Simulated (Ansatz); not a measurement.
Input for Ansatz (development build ahead of 0.2.0):

```yaml
crystal:
  periodic: [false, false, false]
  atoms:
    - { symbol: Li, position_ang: [0.0, 0.0, -1.50505] }
    - { symbol: Li, position_ang: [0.0, 0.0, 1.50505] }
basis:
  gaussian: { orbitals: cc-pVDZ }
hamiltonian:
  xc: hf
correlation:
  method: mp2
  frozen_orbitals: { Li: 0 }
```

The input is written out in the form of the current development build from the run's settings.

Output:

| Quantity | Value |
| --- | --- |
| Converged | yes |
| Reference energy | -14.86906 hartree |
| Correlation energy | -0.01949 hartree |
| Total energy | -14.88855 hartree |
| Spin squared of the determinant | 0.000 |
